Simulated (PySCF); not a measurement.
Species: ammonium, NH4 (charge +1).
Hydrogens: H2, H3, H4, H5 on N1.

The closed-shell ground state was solved at several levels (PySCF, density fitting, gas phase, non-relativistic). Isolated species at its GFN2-xTB geometry, gas phase.

| level | basis functions | total energy (Eh) | HOMO (eV) | LUMO (eV) | gap (eV) |
| --- | --- | --- | --- | --- | --- |
| B3LYP/pcJ-1 | 67 | -56.9060 | -22.48 | -6.22 | 16.26 |
| PBE0/pcSseg-1 | 37 | -56.8201 | -22.79 | -5.76 | 17.03 |

(1) Estimate the row for B3LYP/def2-SVPD, a basis of 52 functions; the other rows only guide the guess.

(2) Over all these levels, which gives the widest orbital gap and which the narrowest?

## Answers

(1) Total energy -56.8603 Eh, HOMO -22.47 eV, LUMO -6.30 eV, gap 16.17 eV.

(2) PBE0/pcSseg-1 (global hybrid, 25 % exact exchange) has the widest, 17.03 eV, and B3LYP/def2-SVPD (global hybrid, 20 % exact exchange) the narrowest, 16.17 eV. Functional and basis both differ between the two, so the spread mixes both effects.
